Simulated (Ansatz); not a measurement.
C2H2O, SMILES `[CH]C=O` (triplet; the order of the spin states depends on the level; H–C–C–O torsion 0°) (charge 0, multiplicity 3). This triplet lies 0.28 eV below the relaxed singlet at the level B3LYP/cc-pVTZ // PBE0-D3(BJ)/def2-TZVP (Ansatz, an electronic-structure program); other levels give the other order.

All values below come from LC-ωPBE/cc-pVTZ // PBE0-D3(BJ)/def2-TZVP in Ansatz.

Ansatz 0.2 input:
```yaml
crystal:
  periodic: [false, false, false]
  atoms:
    - { symbol: C, position_ang: [0.88911, -0.339154, -0.046076] }
    - { symbol: C, position_ang: [-0.494858, -0.0914, 0.093965] }
    - { symbol: O, position_ang: [-0.94403, 1.032058, -0.114842] }
    - { symbol: H, position_ang: [1.6996, 0.324119, -0.325267] }
    - { symbol: H, position_ang: [-1.149821, -0.925624, 0.39222] }
basis:
  gaussian: { orbitals: cc-pVTZ }
hamiltonian:
  xc: lc_wpbe
magnetization:
  spin_polarized: true
  initial_magnetization: 2
```

Output:

```
Functional definition: LC-wPBE
615 factors; their error is unknown
183 factors; integrals over basis functions are off by at most 2.4e-5 eV
mean field evaluation 1: about -4145.1161 eV, gradient 2.7e1 eV
mean field evaluation 2: about -4143.1640 eV, gradient 3.8e1 eV
mean field evaluation 4: about -4148.0146 eV, gradient 1.6e0 eV
mean field evaluation 8: about -4148.0865 eV, gradient 1.5e-1 eV
mean field evaluation 16: about -4148.0728 eV, gradient 1.2e-3 eV
mean field -4148.07277111 eV, -152.4388626735 hartree, gradient 5.8e-5 eV, S^2 2.032367; 0 other end points of the search recorded, 0 dependent functions left out
reference -4148.07277111 eV, -152.4388626737 hartree; 12, 10 occupied and 106, 108 virtual orbitals, 615 factors
Total energy: -4148.07277111 eV, -152.4388626737 hartree
```
